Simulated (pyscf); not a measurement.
## oxygen (O=O), triplet

Gas-phase minimum from PySCF at ωB97X-D3(BJ)/def2-SVP, one conformer. 

```
O
O 1 1.1918
```
Charge 0, spin multiplicity 3.

Properties at ωB97X-D3(BJ)/def2-SVP:

```yaml
harmonic_wavenumbers_unscaled: 1779 cm⁻¹
zero_point_energy: 2.5 kcal/mol
rotational_symmetry_number: 2
Entropy of this conformer at 298 K and 1 atm, rigid rotor and harmonic oscillator, modes under 100 cm⁻¹ raised to 100: 204.7 J/(mol K)
dipole_moment: 0.00 D
Spin expectation value S2: 2.007
```

Single-point totals, which compare only within one level (frozen core for MP2 and CC):

```json
[
 {"level": "ωB97X-D3(BJ)/def2-TZVP", "total energy (hartree)": "-150.40684"},
 {"level": "PBE/def2-TZVP", "total energy (hartree)": "-150.24791"},
 {"level": "r²SCAN/def2-TZVP", "total energy (hartree)": "-150.32386"},
 {"level": "B3LYP-D3(BJ)/def2-TZVP", "total energy (hartree)": "-150.39000"},
 {"level": "PBE0-D3(BJ)/def2-TZVP", "total energy (hartree)": "-150.23582"},
 {"level": "M06-2X/def2-TZVP", "total energy (hartree)": "-150.32714"},
 {"level": "ωB97M-D3(BJ)/def2-TZVP", "total energy (hartree)": "-150.41880"},
 {"level": "UHF/def2-TZVPP", "total energy (hartree)": "-149.68551"},
 {"level": "MP2/def2-TZVPP", "total energy (hartree)": "-150.11395"},
 {"level": "CCSD/def2-TZVPP", "total energy (hartree)": "-150.11716"},
 {"level": "CCSD(T)/def2-TZVPP", "total energy (hartree)": "-150.13422"}
]
```

The CCSD(T) − MP2 part came from Ansatz, without density fitting, on the same reference.
